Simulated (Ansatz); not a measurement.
# AlBCl (quartet): wave-function methods side by side at a displaced geometry (v1), cc-pVDZ

How much of the correlation energy of AlBCl (quartet) does each wave-function method recover here?

Method: cc-pVDZ, core rule «outside noble gas», up to 11 orbitals frozen; program: Ansatz 0.2.0, Gaussian basis.

The runs, in order: UHF; CCSD(T) on ROHF; CCSD(T) on UHF; BCCD(T) on ROHF; CISD; CCSDT(Q) on ROHF; CCSDT(Q) on UHF.

28 further runs of the same task are left out: 7 for a known fault of the program, 6 that didn't finish, 15 set aside as unsound or not needed.

### Step 1. The system

The geometry is a PBE0/def2-TZVP stationary point (not a proven minimum) with its atoms shifted at random (size 0.040 Å).

3 atoms, charge 0, spin multiplicity 4.

Atoms are counted from 1 here; the program's logs count them from 0.

Bond lengths: Al1–B2 1.941 Å, B2–Cl3 1.744 Å. Angles: Al1–B2–Cl3 177.1°.

### Step 2. UHF

in.yaml

```yaml
crystal:
  periodic: [false, false, false]
  atoms:
    - {symbol: Al, position_ang: [-0.015433, -0.009008, 1.875040]}
    - {symbol: B, position_ang: [-0.016266, -0.025151, -0.066113]}
    - {symbol: Cl, position_ang: [0.031698, 0.034159, -1.808927]}
basis:
  gaussian: {orbitals: cc-pVDZ}
magnetization: {spin_polarized: true, initial_magnetization: 3}
hamiltonian: {xc: hf}
output: {orbitals: {seedname: orbitals}}
```

Started as:

```sh
ansatz run in.yaml --threads 1 --pin off --events-out ev --progress --plain --max-ram 2393MiB
```

Further steps of the session: CCSD(T) on ROHF; CCSD(T) on UHF; BCCD(T) on ROHF; CISD; CCSDT(Q) on ROHF; CCSDT(Q) on UHF.

Q: Predict the results of all the runs planned. Wanted: UCCSDT(Q) below the RHF energy; RMP2 from UCCSDT(Q); UMP2 from UCCSDT(Q); RCCSD from UCCSDT(Q); RCCSD(T) from UCCSDT(Q); UCCSD(T) from UCCSDT(Q); RCCSDT(Q) from UCCSDT(Q); T1 diagnostic.

The runs gave:

| quantity | value |
| --- | --- |
| UCCSDT(Q) below the RHF energy | -7.4764 eV |
| RMP2 from UCCSDT(Q) | +104.2 kJ/mol |
| UMP2 from UCCSDT(Q) | +104.9 kJ/mol |
| RCCSD from UCCSDT(Q) | +32.7 kJ/mol |
| RCCSD(T) from UCCSDT(Q) | +6.1 kJ/mol |
| UCCSD(T) from UCCSDT(Q) | +6.1 kJ/mol |
| RCCSDT(Q) from UCCSDT(Q) | +0.3 kJ/mol |
| levels within 1 kcal/mol (43 meV) | RCCSDT, UCCSDT, RCCSDT(Q) |
| T1 diagnostic | 0.026 |

RCCSD(T) lands +6.1 kJ/mol from the yardstick (0.8 % of the correlation energy). These misses are within one basis, not against nature; the frozen cores of restricted and unrestricted runs differ, which can shift their rows.
